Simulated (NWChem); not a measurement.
**One shape, several levels: C4H8O (3-buten-1-ol)**

Aim: a comparison of 4 runs (HF/6-31+G*, HF/def2-SVP, PBE0/def2-SVP, MP2/pcseg-1) of C4H8O (3-buten-1-ol). 

The results are computed with NWChem 7.3.0.

## Step 1: The molecule

C4H8O: 13 atoms, total charge 0, spin state singlet. SMILES: `C=CCCO`. The shape is that of a PBE0-D4/def2-TZVP optimisation. This is one conformer, not always the lowest.

Bond lengths: C1–C2 1.328 Å, C2–C3 1.498 Å, C3–C4 1.516 Å, C4–O5 1.410 Å, C1–H6 1.083 Å, C1–H7 1.086 Å, C2–H8 1.088 Å, C3–H9 1.096 Å, C3–H10 1.098 Å, C4–H11 1.100 Å, C4–H12 1.092 Å, O5–H13 0.962 Å. Some angles: C1–C2–C3 126.5°, C2–C3–C4 114.9°, C3–C4–O5 112.7°, C1–C2–H8 118.1°, C3–C2–H8 115.3°, C2–C1–H6 121.0°, C2–C1–H7 122.6°, C2–C3–H9 108.9°, C2–C3–H10 108.8°, C4–C3–H9 108.8°.

## Step 2: Energy and gradient at HF/6-31+G(d) (spherical functions) (run 1)

Contents of run.py:

```python
from ase import Atoms
from ase.calculators.nwchem import NWChem

molecule = Atoms(['C', 'C', 'C', 'C', 'O', 'H', 'H', 'H', 'H', 'H', 'H', 'H', 'H'], positions=[
    [-1.477400, 0.425300, 0.789900],
    [-0.256200, 0.084700, 1.183700],
    [0.827400, -0.495600, 0.327800],
    [0.587300, -0.392100, -1.165200],
    [0.577300, 0.941700, -1.623300],
    [-2.197200, 0.831500, 1.490300],
    [-1.817800, 0.300300, -0.233600],
    [0.004600, 0.230000, 2.230000],
    [1.773900, 0.002000, 0.568100],
    [0.967300, -1.549700, 0.601800],
    [-0.344100, -0.910600, -1.436000],
    [1.397300, -0.890500, -1.701900],
    [-0.020200, 1.440000, -1.057300],
])

calc = NWChem(
    label='job',
    theory='scf',
    memory='2200 mb',
    basis='6-31+G*',
    basispar='spherical bse',
    scf={'nopen': '0', 'rhf': None, 'thresh': '1e-08', 'maxiter': '80'},
)
molecule.calc = calc

forces = molecule.get_forces()
print(f"energy = {molecule.get_potential_energy():.6f} eV")
print("forces (eV/A):")
for s, f in zip(molecule.symbols, forces):
    print(f"{s:2s} {f[0]:10.5f} {f[1]:10.5f} {f[2]:10.5f}")
print("dipole (e A):", molecule.get_dipole_moment().round(4))
```

On the command line:

```console
export ASE_NWCHEM_COMMAND="nwchem PREFIX.nwi > PREFIX.nwo"
python run.py
```

Standard output:

```text
energy = -6284.667904 eV
forces (eV/A):
C    -0.14943    0.00920    0.02962
C    -0.38839    0.24734    0.47781
C     0.61768   -0.25495    0.15591
C     0.06772   -0.31979   -0.61537
O    -0.59305    0.00648    0.69091
H     0.20034   -0.12326   -0.21458
H     0.04659    0.05831    0.38201
H    -0.09811   -0.04911   -0.33440
H    -0.25912   -0.12058   -0.07163
H    -0.05908    0.27531   -0.10449
H     0.35959    0.27506    0.03312
H    -0.27264    0.20214    0.16866
H     0.52800   -0.20615   -0.59763
dipole (e A): [-0.128  -0.2063  0.3698]
```

The calculator wrote job.nwi:

```
title "job"

permanent_dir job

scratch_dir job

start job

geometry units angstrom nocenter noautosym noautoz
  C  -1.4774000000000000e+00 4.2530000000000001e-01 7.8990000000000005e-01
  C  -2.5619999999999998e-01 8.4699999999999998e-02 1.1837000000000000e+00
  C  8.2740000000000002e-01 -4.9559999999999998e-01 3.2779999999999998e-01
  C  5.8730000000000004e-01 -3.9210000000000000e-01 -1.1652000000000000e+00
  O  5.7730000000000004e-01 9.4169999999999998e-01 -1.6233000000000000e+00
  H  -2.1972000000000000e+00 8.3150000000000002e-01 1.4903000000000000e+00
  H  -1.8178000000000001e+00 3.0030000000000001e-01 -2.3360000000000000e-01
  H  4.5999999999999999e-03 2.3000000000000001e-01 2.2300000000000000e+00
  H  1.7739000000000000e+00 2.0000000000000000e-03 5.6810000000000005e-01
  H  9.6730000000000005e-01 -1.5497000000000001e+00 6.0180000000000000e-01
  H  -3.4410000000000002e-01 -9.1059999999999997e-01 -1.4359999999999999e+00
  H  1.3973000000000000e+00 -8.9049999999999996e-01 -1.7019000000000000e+00
  H  -2.0199999999999999e-02 1.4399999999999999e+00 -1.0572999999999999e+00
end

memory 2200 mb

basis spherical bse noprint
   * library 6-31+G*
end

scf
  nopen 0
  rhf
  thresh 1e-08
  maxiter 80
end

task scf gradient
```

job.nwo:

```text
Northwest Computational Chemistry Package (NWChem) 7.3.0
             --------------------------------------------------------

           Job information
           ---------------

    nwchem branch   = 7.3.0
    use scalapack   = T
    input           = job.nwi
    prefix          = job.
    data base       = job/job.db
    status          = startup
    nproc           =        1

           Memory information
           ------------------

[... 5 lines left out ...]
    hardfail = no
[... 140 lines left out ...]
         Quadratically convergent ROHF
[... 15 lines left out ...]
       Final RHF  results
[... 4 lines left out ...]
      Two-electron energy =    256.084513341349
[... 39 lines left out ...]
                       ROHF Final Molecular Orbital Analysis
[... 393 lines left out ...]
                 ----------------------------------------
                 |  Time  |  1-e(secs)   |  2-e(secs)   |
                 ----------------------------------------
                 |  CPU   |       0.04   |       8.13   |
                 ----------------------------------------
                 |  WALL  |       0.04   |       8.13   |
                 ----------------------------------------

 Task  times  cpu:       63.4s     wall:       63.4s
 Total times  cpu:       63.5s     wall:       63.5s
```

Wall time 65 s (1 thread of Intel Xeon Platinum 8259CL at 2.50GHz (Skylake/Cascade Lake), shared host); peak memory 0.1 GiB.

## Step 3: Energy and gradient at HF/def2-SVP (run 2)

Contents of c4h8o.nw:

```
start c4h8o
title "C4H8O hf"
memory stack 880 mb heap 220 mb global 1100 mb
charge 0

geometry units angstrom noautosym nocenter noautoz
  C    -1.477400    0.425300    0.789900
  C    -0.256200    0.084700    1.183700
  C     0.827400   -0.495600    0.327800
  C     0.587300   -0.392100   -1.165200
  O     0.577300    0.941700   -1.623300
  H    -2.197200    0.831500    1.490300
  H    -1.817800    0.300300   -0.233600
  H     0.004600    0.230000    2.230000
  H     1.773900    0.002000    0.568100
  H     0.967300   -1.549700    0.601800
  H    -0.344100   -0.910600   -1.436000
  H     1.397300   -0.890500   -1.701900
  H    -0.020200    1.440000   -1.057300
end

basis spherical bse
  * library def2-SVP
end

scf
  thresh 1e-08
  maxiter 80
  noprint "final vectors analysis"
end

task scf gradient
```

On the command line:

```console
nwchem c4h8o.nw > c4h8o.out
```

Standard output:

```text
[...]
  functions       =   110
[...]
  wavefunction    = RHF
[...]
         Total SCF energy =   -230.786804020196
      One-electron energy =   -664.388458565046
      Two-electron energy =    256.169857904153
 Nuclear repulsion energy =    177.431796640697
        Time for solution =     38.4s
[...]
                         RHF ENERGY GRADIENTS
    atom               coordinates                        gradient
                 x          y          z           x          y          z
   1 C      -2.791881   0.803700   1.492695   -0.001805   0.001673  -0.002302
   2 C      -0.484148   0.160060   2.236869    0.007891  -0.004142  -0.003644
   3 C       1.563559  -0.936548   0.619452   -0.006480   0.003422   0.000346
   4 C       1.109836  -0.740962  -2.201909   -0.002023  -0.006534   0.010442
   5 O       1.090939   1.779555  -3.067592    0.014056   0.002113  -0.017977
   6 H      -4.152106   1.571307   2.816259   -0.000362   0.000232   0.000398
   7 H      -3.435144   0.567485  -0.441440    0.000191  -0.000889  -0.002103
   8 H       0.008693   0.434637   4.214089    0.000804   0.000288   0.001254
   9 H       3.352185   0.003779   1.073553    0.001583   0.000459   0.000570
  10 H       1.827932  -2.928508   1.137237    0.000432  -0.001685   0.000698
  11 H      -0.650255  -1.720784  -2.713647   -0.003189  -0.001869  -0.000143
[...]
```

It took 49 s on 1 thread of Intel Xeon Platinum 8259CL at 2.50GHz (Skylake/Cascade Lake), shared host; peak memory 0.1 GiB.

Run 3 isn't shown in full; the table further down has it.

## Step 4: Energy and gradient at MP2/pcseg-1 (run 4)

Edit run.py of step 2 so:

```diff
@@ -20,8 +20,9 @@
 calc = NWChem(
-    label='job',
-    theory='scf',
+    label='a',
+    theory='mp2',
     memory='2200 mb',
-    basis='6-31+G*',
+    basis='pcseg-1',
     basispar='spherical bse',
     scf={'nopen': '0', 'rhf': None, 'thresh': '1e-08', 'maxiter': '80'},
+    mp2={'freeze': 'core 5', 'tight': None},
 )
@@ -30,3 +31,4 @@
 forces = molecule.get_forces()
-print(f"energy = {molecule.get_potential_energy():.6f} eV")
+e = molecule.get_potential_energy()
+print(f"E = {e:.6f} eV")
 print("forces (eV/A):")
@@ -34,2 +36 @@
     print(f"{s:2s} {f[0]:10.5f} {f[1]:10.5f} {f[2]:10.5f}")
-print("dipole (e A):", molecule.get_dipole_moment().round(4))
```

On the command line:

```console
export ASE_NWCHEM_COMMAND="nwchem PREFIX.nwi > PREFIX.nwo"
python run.py
```

Standard output:

```text
E = -6303.214149 eV
forces (eV/A):
C    -0.68448    0.13977   -0.24395
C     0.60796   -0.06371    0.30354
C     0.13750   -0.15380    0.00658
C    -0.02946   -0.36062    0.04088
O     0.22924    0.25397   -0.31671
H    -0.06145    0.03312    0.07626
H    -0.02952    0.00725   -0.07184
H    -0.00231    0.01013    0.10130
H     0.02005    0.04273   -0.03877
H    -0.00663   -0.04685    0.00118
H    -0.00915   -0.01995    0.00679
H     0.01563    0.02021   -0.02227
H    -0.18728    0.13781    0.15704
```

The calculator wrote a.nwi:

```
title "a"

permanent_dir a

scratch_dir a

start a

geometry units angstrom nocenter noautosym noautoz
  C  -1.4774000000000000e+00 4.2530000000000001e-01 7.8990000000000005e-01
  C  -2.5619999999999998e-01 8.4699999999999998e-02 1.1837000000000000e+00
  C  8.2740000000000002e-01 -4.9559999999999998e-01 3.2779999999999998e-01
  C  5.8730000000000004e-01 -3.9210000000000000e-01 -1.1652000000000000e+00
  O  5.7730000000000004e-01 9.4169999999999998e-01 -1.6233000000000000e+00
  H  -2.1972000000000000e+00 8.3150000000000002e-01 1.4903000000000000e+00
  H  -1.8178000000000001e+00 3.0030000000000001e-01 -2.3360000000000000e-01
  H  4.5999999999999999e-03 2.3000000000000001e-01 2.2300000000000000e+00
  H  1.7739000000000000e+00 2.0000000000000000e-03 5.6810000000000005e-01
  H  9.6730000000000005e-01 -1.5497000000000001e+00 6.0180000000000000e-01
  H  -3.4410000000000002e-01 -9.1059999999999997e-01 -1.4359999999999999e+00
  H  1.3973000000000000e+00 -8.9049999999999996e-01 -1.7019000000000000e+00
  H  -2.0199999999999999e-02 1.4399999999999999e+00 -1.0572999999999999e+00
end

memory 2200 mb

basis spherical bse noprint
   * library pcseg-1
end

scf
  nopen 0
  rhf
  thresh 1e-08
  maxiter 80
end
mp2
  freeze core 5
  tight
end

task mp2 gradient
```

a.nwo:

```text
Northwest Computational Chemistry Package (NWChem) 7.3.0
             --------------------------------------------------------

           Job information
           ---------------

    nwchem branch   = 7.3.0
    use scalapack   = T
    input           = a.nwi
    prefix          = a.
    data base       = a/a.db
    status          = startup
    nproc           =        1

           Memory information
           ------------------

[... 5 lines left out ...]
    hardfail = no
[... 142 lines left out ...]
 Convergence threshold     :          1.000E-08
[... 17 lines left out ...]
      One-electron energy =   -664.462037856323
[... 40 lines left out ...]
                       ROHF Final Molecular Orbital Analysis
[... 469 lines left out ...]
  MP2 natural orbitals output to a/a.mp2nos
[... 11 lines left out ...]
                 ----------------------------------------
                 |  Time  |  1-e(secs)   |  2-e(secs)   |
                 ----------------------------------------
                 |  CPU   |       0.02   |       5.28   |
                 ----------------------------------------
                 |  WALL  |       0.02   |       5.28   |
                 ----------------------------------------
 -----------------------
 Task  times  cpu:       89.5s     wall:       89.5s
 Total times  cpu:       89.5s     wall:       89.5s
```

It took 91 s on 1 thread of Intel Xeon Platinum 8259CL at 2.50GHz (Skylake/Cascade Lake), shared host; peak memory 0.51 GiB.

## Step 5: The series

```csv
run,level,iteration cap,module,energy (Eh),dipole moment (D),largest force (eV/Å),wall time
1,HF/6-31+G* (spherical functions),80,scf,-230.957287,2.12,0.911,65 s
2,HF/def2-SVP,80,scf,-230.786804,1.97,1.178,49 s
3,PBE0/def2-SVP,100,dft,-231.984292,1.74,0.635,74 s
4,MP2/pcseg-1,80,mp2,-231.638849,1.85,0.740,91 s
```

## Step 6: Results

| quantity | value |
| --- | --- |
| run 4: total energy | -231.63885 Eh |
| run 4: dipole moment (of the density that the program reports) | 1.85 D |
| run 4: HOMO energy (Hartree–Fock orbitals) | -10.23 eV |
| run 4: LUMO energy (Hartree–Fock orbitals) | 3.98 eV |
| run 4: HOMO–LUMO gap (Hartree–Fock orbitals) | 14.21 eV |
| run 4: correlation energy (5 core orbitals frozen) | -743.0 mEh |
| run 4: largest force on an atom | 0.740 eV/Å |

The dipole moment (its size) runs from 1.74 D (PBE0/def2-SVP) to 2.12 D (HF/6-31+G*). The two ends differ in method and basis. All runs together took 4.7 min, the longest 91 s.
